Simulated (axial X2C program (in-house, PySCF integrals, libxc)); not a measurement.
AlN⁻: cheaper levels and CCSD(T), 2c

Computed with an in-house all-electron X2C program for linear molecules (integrals from PySCF). Two-component (2c) means X2C with spin–orbit coupling and atomic mean-field two-electron Coulomb and Gaunt terms. Basis: Al dyall-av3z [9s9p3d2f], N dyall-av3z [7s7p3d2f] (cores contracted in-house); Gaussian nuclei, density fitting, unrestricted open shells. Masses: Al 26.982 u, N 14.003 u.

State: Ω = 1/2 (⟨Sz⟩ = 0.50, ⟨Lz⟩ = 0.00 at HF); fragments Al- + N for PBE0, HF, CCSD, CCSD(T); Al + N- for BLYP.

```csv
level,Re (Å),ωe (cm⁻¹),De (eV)
PBE0,1.714,893.2,3.75
HF,1.767,630.4,0.859
CCSD,1.719,896.3,3.41
BLYP,1.733,857.3,n/a
```

Correlated methods: 9 electrons correlated (number of frozen shells: Al 2 s, 1 p; N 1 s), 201 virtual spin orbitals or spinors in MP2, 90 natural virtuals in coupled cluster.

CCSD(T), same Hamiltonian and basis:

Re = 1.720 Å, ωe = 906.7 cm⁻¹, De = 3.71 eV; T1 = 0.082 (Lee–Taylor normalisation).

(1) Give the differences from CCSD(T) in the columns below.

Occupations by symmetry block were frozen at the best pattern of an incomplete PBE0 search. De is counted from the lowest determinant-based energies of the atoms at the same level, without counterpoise correction. De is not given where an atomic determinant may have missed its ground term or J level, or where the truncated virtual space spoils (T). Density functionals use the spin component along the axis (collinear). Coupled cluster ran in a truncated set of natural virtual spinors; the MP2 energy of the rest was added. (T) has no such correction and the atoms are truncated less, which lowers De at CCSD(T) by a hundredth of an eV or more. In 2c an atomic determinant is not the ground J level, so De misses part of the atomic spin–orbit lowering. This holds for PBE0, CCSD, CCSD(T). Other states lie close and PBE0, whose exact exchange favours high spin, may order them wrongly; the determinant shown need not be the ground state. The nearest other 2c determinant of the search, Ω = 3/2, lies 0.10 eV up at the distance of the search. The functionals have no current-density term, which raises determinants with orbital currents, atoms included. The highest occupied level of some functionals is positive through self-interaction error; at Hartree–Fock it is bound. The determinant is spin-polarised beyond a pure state at some levels (its spin-free form has ⟨S²⟩ too high), which makes Re and μ there less reliable. The T1 diagnostic is large, a sign of multireference character. Hartree–Fock gets electron affinities wrong, so its lowest charge split need not be the true one.

## Answers

(1) 

| level | ΔRe (Å) | Δωe (cm⁻¹) | ΔDe (eV) |
| --- | --- | --- | --- |
| PBE0 | -0.006 | -14 | 0.04 |
| HF | 0.047 | -276 | -2.85 |
| CCSD | -0.001 | -10 | -0.30 |
| BLYP | 0.013 | -49 | n/a |
